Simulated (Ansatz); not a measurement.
One crystal and one scan (energy against volume) at two levels, PBE (plane waves to 420 eV, PAW, scalar-relativistic; Ansatz, a quantum-chemistry and plane-wave program) and r2SCAN (plane waves to 500 eV, PAW, scalar-relativistic; Ansatz), each from its own relaxed cell and on its own mesh. The cell shown is that of PBE.

Pd (fcc, Cu type)

```xyz
1
Lattice="0.0000 1.9713 1.9713 1.9713 0.0000 1.9713 1.9713 1.9713 0.0000" Properties=species:S:1:pos:R:3 pbc="T T T"
Pd     0.0000     0.0000     0.0000
```

E(V) scan at fixed shape, V₀ the volume above. Symmetry pins the atoms to their sites.

Energies are smeared free energies. Pd is run without spin polarisation. Pd was relaxed with its symmetry unable to fall. The PAW data are Ansatz's earlier set. Percentages come from the unrounded values. Both scans cover V/V₀ from 0.900 to 1.100.

Results of PBE:

- Lattice constant a (Å): 3.943
- Pressure at the smallest volume (GPa): 23.7
- Energy cost of the largest compression (meV/atom): 101
- Energy cost of the largest expansion (meV/atom): 65
- Bulk modulus B₀ (third-order Birch-Murnaghan fit) (GPa): 167.8
- Pressure for 5 % compression (fit) (GPa): 9.9

Problem. Estimate the r2SCAN values.

Solution. 
```json
[
 {"quantity": "Lattice constant a (Å)", "r2SCAN": "3.911", "PBE − r2SCAN": "+0.032 (+0.8 %)"},
 {"quantity": "Pressure at the smallest volume (GPa)", "r2SCAN": "25.9", "PBE − r2SCAN": "-2.2 (-8 %)"},
 {"quantity": "Energy cost of the largest compression (meV/atom)", "r2SCAN": "108", "PBE − r2SCAN": "-7 (-6 %)"},
 {"quantity": "Energy cost of the largest expansion (meV/atom)", "r2SCAN": "69", "PBE − r2SCAN": "-4 (-6 %)"},
 {"quantity": "Bulk modulus B₀ (third-order Birch-Murnaghan fit) (GPa)", "r2SCAN": "182.9", "PBE − r2SCAN": "-15.1 (-8.3 %)"},
 {"quantity": "Pressure for 5 % compression (fit) (GPa)", "r2SCAN": "10.8", "PBE − r2SCAN": "-0.9 (-8 %)"}
]
```

PBE gives the higher value for: lattice constant a. PBE gives the lower value for: pressure at the smallest volume; energy cost of the largest compression; energy cost of the largest expansion; bulk modulus B₀; pressure for 5 % compression. For the lattice constant a the reference is 3.876 Å (measured, corrected to the static lattice; as given in Daniel Mejia-Rodriguez, S. B. Trickey, Physical Review B (2018), arXiv:1807.09216): r2SCAN lies nearer. 

(A scan under strain: stresses follow from slopes of the energy per volume, elastic moduli from its curvatures.)
